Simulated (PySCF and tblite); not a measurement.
Results of a calculation; reference values are marked as such.
System: C₄H₇NS, numbered as in [CH3:1][NH:2]/[CH:3]=[CH:4]\[CH:5]=[S:6].

Motion: rotation about the C3–N2 bond (torsion C4–C3–N2–C1 from 180° to 347°, rising). GFN2-xTB gives an electronic barrier of 24.4 kcal/mol and a reaction energy of 10.6 kcal/mol.

PBE0/pcSseg-1 + D3(BJ) on GFN2-xTB geometries gives 28.8 kcal/mol and k(298 K) = 1.6×10⁻⁸ s⁻¹.

**Question.** What does BHandHLYP/pcSseg-1 + D3(BJ) give on GFN2-xTB geometries?

**Answer.** A barrier of 26.1 kcal/mol, 2.7 below the first DFT barrier (from unrounded values), a reaction energy of 12.2 kcal/mol and, with GFN2-xTB thermal terms, ΔG‡(298 K) = 25.8 kcal/mol and k = 1.5×10⁻⁶ s⁻¹ (2 equivalent paths).

Programs: tblite and PySCF.
